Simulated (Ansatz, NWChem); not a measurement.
# Heat of formation of SiO (SMILES O=[Si]) from total energies

SiO: 2 atoms, total charge 0, spin state singlet. As SMILES, `O=[Si]`. The shape is that of a PBE0-D4/def2-TZVP optimisation.

```xyz
2

O    -0.6407    0.2315   -0.3240
Si    0.6407   -0.2315    0.3240
```

Total energies at MP2/def2-TZVPPD, 6 core orbitals frozen (NWChem 7.3.0); the atoms run unrestricted:

```tsv
species	state	energy (Eh)
SiO	singlet	-364.179574
O	triplet	-74.958534
Si	triplet	-288.907210
```

Harmonic wavenumbers at PBE0-D4/def2-TZVP, in cm⁻¹: 1275.

Measured heats of formation of the gaseous atoms at 298.15 K, in kJ/mol: O 249.2, Si 450.0. Spin-orbit lowering of the atoms at 298 K (mean of the ground term's levels less their thermal mean, from spectra), in kJ/mol: O 0.40, Si 0.44. Take 1 Eh = 2625.50 kJ/mol, 1 cm⁻¹ = 0.0119627 kJ/mol, RT = 2.479 kJ/mol.

**Question.** What heat of formation follows?

**Answer.** 
1. Electronic atomisation energy: (-74.958534) + (-288.907210) − (-364.179574) = 0.313830 Eh = 824.0 kJ/mol.
2. Zero-point energy: half the sum of the wavenumbers, 637.5 cm⁻¹ = 7.6 kJ/mol.
3. Thermal vibrational enthalpy, Σ hcν̃/(exp(hcν̃/kT) − 1): 0.0 kJ/mol. Translation, rotation and pV of a linear molecule: 3.5 RT = 8.7 kJ/mol.
4. The 2 free atoms carry 5/2 RT each: 12.4 kJ/mol.
5. Spin-orbit coupling lowers the free atoms by 0.40 + 0.44 = 0.8 kJ/mol.
6. Atomisation enthalpy at 298 K: 824.0 − 0.8 − 7.6 − 0.0 − 8.7 + 12.4 = 819.3 kJ/mol.
7. Sum of the atoms' heats of formation: 699.2 kJ/mol. Heat of formation: 699.2 − 819.3 = -120.1 kJ/mol.

No measured value is set beside it here. Anharmonicity and any spin-orbit splitting of the molecule are left out, and so is core correlation.
